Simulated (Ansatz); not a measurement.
Relaxation of C$_{3}$H$_{4}$ClF (9 atoms, charge 0, multiplicity 1), to a largest force component of 0.02 eV/Å in at most 50 steps.

Theory: RKS PBE/def2-SVP in Ansatz 0.2.0.

```xyz
9
Properties=species:S:1:pos:R:3
C 0.547 0.820 -0.967
C 0.490 -0.098 -0.045
Cl 1.940 -0.899 0.347
C -0.638 -0.548 0.710
F -1.833 0.113 0.322
H -0.222 0.578 -0.519
H 1.435 1.159 -1.490
H -0.861 -1.605 0.525
H -0.575 -0.385 1.830
```

Q: Where does it end, and by what steps?

A: It converged. After 12 steps the energy has fallen by 5.593 eV; H6 moved furthest, 0.97 Å. The start is strongly strained (largest force component 14 eV/Å), so its close contacts needn't be bonds. Parted: C2–H6.

```tsv
step	energy less start (eV)	largest force component (eV/Å)	accepted
0	0.0000	14.424	yes
1	-2.2720	6.439	yes
2	-3.7777	3.326	yes
3	-4.7563	2.800	yes
4	-5.1459	2.326	yes
5	-5.3211	2.046	yes
6	-5.5258	0.733	yes
7	-5.5809	0.192	yes
8	-5.5885	0.160	yes
9	-5.5908	0.071	yes
10	-5.5924	0.030	yes
11	-5.5924	0.070	no
12	-5.5925	0.004	yes
```

```xyz
9
Properties=species:S:1:pos:R:3
C 0.515 0.790 -0.921
C 0.536 -0.164 0.020
Cl 1.999 -1.005 0.485
C -0.661 -0.647 0.799
F -1.802 0.035 0.432
H -0.443 1.273 -1.158
H 1.426 1.096 -1.454
H -0.807 -1.738 0.621
H -0.478 -0.507 1.890
```

The run took 15 s on 2 threads of Intel(R) Xeon(R) Platinum 8488C (Sapphire Rapids), on a shared host, peak memory 0.14 GiB.
